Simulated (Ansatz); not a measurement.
One stationary structure of BAs. Space group F-43m (No. 216), zinc blende type. Level of theory: PBE (plane waves to 420 eV, PAW, scalar-relativistic; Ansatz, a program for electronic structure).

```cif
data_As4B4
_chemical_formula_sum 'B4 As4'
_space_group_name_H-M_alt 'F-43m'
_space_group_IT_number 216
_space_group_name_Hall 'F -4 2 3'
_cell_length_a 4.80929
_cell_length_b 4.80929
_cell_length_c 4.80929
_cell_angle_alpha 90.000
_cell_angle_beta 90.000
_cell_angle_gamma 90.000
loop_
_atom_site_label
_atom_site_type_symbol
_atom_site_symmetry_multiplicity
_atom_site_Wyckoff_symbol
_atom_site_fract_x
_atom_site_fract_y
_atom_site_fract_z
_atom_site_occupancy
B1 B 4 d 0.75000 0.75000 0.75000 1
As1 As 4 a 0.00000 0.00000 0.00000 1
```
(The calculation used a cell of 2 atoms; values per cell refer to that cell.)

Task: What is the computed band gap (PBE)?

Result: 1.21 eV, indirect (valence top at Γ, conduction bottom at 82 % of the way from Γ to X) (no spin-orbit coupling).

Task: What is the computed smallest direct gap (PBE)?

Result: 3.25 eV at Γ.

No spin polarisation in the result.

Measured for BAs: a 4.777 Å (room temperature; as listed in M J Lucero, T M Henderson, G E Scuseria, Journal of Physics Condensed Matter (2012)); gap 1.82 eV (room temperature; as listed in Joon Sang Kang et al., Applied Physics Letters (2019)). Computed minus measured — a: PBE +0.7 %; gap: PBE -0.61 eV. The computed values are for a static lattice, and a measured gap can be an optical one, lowered by exciton binding.

It was reached from a disturbed copy of a P-6m2 (No. 187) cell (AFLOW prototype AB_hP2_187_d_a (B_h, as in WC)), against which it lies -1.12 eV/atom.
